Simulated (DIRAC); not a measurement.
**AlCl (aluminium monochloride): PBE0/dyall-acv2z (Levy-Leblond, uncontracted yes)**

We compute a point of an energy scan of AlCl (aluminium monochloride). 

The results are computed with DIRAC 26.1 (patched).

22 further runs of the same task are left out: 22 set aside as unsound or not needed. Runs told in other sessions of the task aren't counted.

## (1) The system as given

AlCl has 2 atoms, charge 0, and is taken as a singlet. SMILES: `[Al][Cl]`.

Bond lengths: Al1–Cl2 2.223 Å.

## (2) A point of an energy scan at PBE0/dyall-acv2z (Levy-Leblond, uncontracted yes)

File mol.mol:

```
DIRAC
AlCl
dyall-acv2z
C   2              A
       13.    1
Al        0.00000000      0.00000000      0.00000000
LARGE BASIS dyall.acv2z
       17.    1
Cl        0.00000000      0.00000000      2.22334874
LARGE BASIS dyall.acv2z
FINISH
```

File dft.inp:

```
! scan
**DIRAC
.TITLE
 PBE0 on AlCl
.WAVE FUNCTION
**HAMILTONIAN
.LEVY-LEBLOND
.DFT
PBE0
**INTEGRALS
*READIN
.UNCONTRACT
**GRID
.ULTRAFINE
**WAVE FUNCTION
.SCF
*END OF
```

Launch:

```console
$ pam --inp=dft.inp --mol=mol.mol --noarch --mw=163 --aw=368
```

The program printed:

```text
[...]
It.    1    -351.5430771710      0.00D+00  0.00D+00  0.00D+00               0.02942100s   Atom. scrpot
[...]
It.   13    -702.4324589053      4.33D-11  1.74D-08  2.73D-08   DIIS   9    0.41200000s   LL
[...]
* Convergence after   13 iterations.
[...]
                                   TOTAL ENERGY
                                   ------------
   Charge of molecule : 0
   Electronic energy                        :    -755.03246781357461
   Other contributions to the total energy
   Nuclear repulsion energy                 :      52.60000890828489
[...]
   Total energy                             :    -702.43245890528976
[...]
  * Closed shell, f = 1.0000
   -101.6801453941  ( 2)       -56.1972328839  ( 2)        -9.5060442931  ( 2)        -7.2361402242  ( 2)        -4.2206411137  ( 2)
     -2.7470537393  ( 2)        -0.8129401014  ( 2)        -0.4119203166  ( 2)        -0.2644795833  ( 2)
  * Virtual eigenvalues, f = 0.0000
     -0.0050646868  ( 2)         0.0129606035  ( 2)         0.0485390686  ( 2)         0.0782196633  ( 2)         0.0807654266  ( 2)
[...]
  * Closed shell, f = 1.0000
     -7.2338149555  ( 2)        -2.7502996732  ( 2)        -0.3312677219  ( 2)
  * Virtual eigenvalues, f = 0.0000
     -0.0673993442  ( 2)         0.0265769859  ( 2)         0.1073114248  ( 2)         0.1212060886  ( 2)         0.2733917158  ( 2)
      0.3076885141  ( 2)         0.4903935572  ( 2)         0.7509392054  ( 2)         1.1129568699  ( 2)         1.8112776551  ( 2)
[...]
  * Closed shell, f = 1.0000
     -7.2338149555  ( 2)        -2.7502996732  ( 2)        -0.3312677219  ( 2)
  * Virtual eigenvalues, f = 0.0000
     -0.0673993442  ( 2)         0.0265769859  ( 2)         0.1073114248  ( 2)         0.1212060886  ( 2)         0.2733917158  ( 2)
      0.3076885141  ( 2)         0.4903935572  ( 2)         0.7509392054  ( 2)         1.1129568699  ( 2)         1.8112776551  ( 2)
[...]
* HOMO - LUMO gap:
    E(LUMO) :    -0.06739934 au (symmetry B2 )
  - E(HOMO) :    -0.26447958 au (symmetry A1 )
  ------------------------------------------
    gap     :     0.19708024 au
[...]
```

Wall time 5.7 s (1 thread of Arm Neoverse V2, shared host); peak memory 0.077 GiB.

## (3) Results

Level: PBE0/dyall-acv2z (Levy-Leblond, uncontracted yes).

| quantity | value |
| --- | --- |
| total energy | -702.43246 Eh |
| HOMO energy | -7.20 eV |
| LUMO energy | -1.83 eV |
| HOMO–LUMO gap | 5.36 eV |
